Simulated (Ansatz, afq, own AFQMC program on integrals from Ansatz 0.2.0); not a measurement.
**Al, quartet in cc-pVDZ, levels against full CI**

A free Al atom.

Basis cc-pVDZ. Noble-gas cores (and the filled d shells of Ga–Kr and In–Xe) are frozen. Ansatz 0.2.0 and our own AFQMC program on the same integrals; the CISD trial comes from CCSD amplitudes, and released means the phaseless constraint is let go. Uncertainties: one standard error, sampling alone.

Determinant: ROHF, the one that the program's search chose, which needn't be the lowest solution.

Full CI on the same integrals is exact in this basis and with this determinant's frozen core.

Cautions: another spin lies lower (by 3.40 eV).

```
T1 diagnostic                               : 0.0028
weight of the determinant in the CISD state : 0.985
size of the correlated space                : 3 electrons in 13 orbitals
```

```csv
level,correlation energy (eV)
MP2,-0.1941
CCSD,-0.3111
CCSD(T),-0.3116
```

**Question.** Estimate where full CI lies against CCSD(T) on the same integrals.

**Answer.** 0.0 kJ/mol below CCSD(T).

Reference: full CI, correlation energy -0.312 eV. The released energy is read at 2.40 1/Eh (meV from the phaseless value at times in 1/Eh: 0.01 ± 0.10 at 0.24, -0.07 ± 0.10 at 0.51, -0.02 ± 0.11 at 0.99, 0.04 ± 0.12 at 1.62, 0.05 ± 0.12 at 2.40).

```json
{"level": "CCSD(T)", "E − E(reference) (kJ/mol)": "0.0", "share of correlation (%)": "99.88"}
{"level": "ph-AFQMC/CISD", "E − E(reference) (kJ/mol)": "0.0 ± 0.01", "share of correlation (%)": "100.00"}
{"level": "released AFQMC", "E − E(reference) (kJ/mol)": "0.0 ± 0.01", "share of correlation (%)": "99.98"}
```

A walk keeps the symmetry of its determinant, which the program's search chose and which needn't be the lowest solution, so a lower state of the same spin and another symmetry isn't excluded. Released energies are given only where the last usable release times agree within the noise; a slower fall can still hide under it.
